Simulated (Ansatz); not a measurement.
Crystal: W$_{2}$O, antifluorite type, 3 atoms in the cell.

Theory: PBE, plane waves, PAW datasets (generated soft set 1) in Ansatz 0.2.0 development build.

Cutoff 420 eV; k-mesh 34×34×34 Γ-centred; Fermi–Dirac smearing of 0.0612 eV; no spin polarisation; no spin–orbit coupling.

```csv
V (Å³/atom),a (Å),E − E(min) (meV/atom),P (GPa)
13.093,5.3960,36.03,14.73
13.372,5.4340,15.26,9.25
13.650,5.4715,3.55,4.31
13.929,5.5085,0.00,-0.15
14.207,5.5449,3.82,-4.18
14.486,5.5810,14.30,-7.81
14.764,5.6165,30.78,-11.09
```

(1) Fit a third-order Birch–Murnaghan equation of state to the energies.

Results:

(1) V₀ = 13.919 Å³/atom (a₀ = 5.507 Å), B₀ = 212 GPa, B₀′ = 4.13.

The published all-electron PBE values for this crystal (mean of FLEUR and WIEN2k, k-spacing 0.06 Å⁻¹; Bosoni et al., Nat. Rev. Phys. 6, 45 (2024)) are V₀ = 13.927 Å³/atom, B₀ = 211.6 GPa, B₀′ = 4.12.

The stress includes the program's correction for the finite plane-wave basis.

This cubic structure is a model: it isn't the usual form of the substance at ambient conditions, and such phases are metastable or hypothetical.
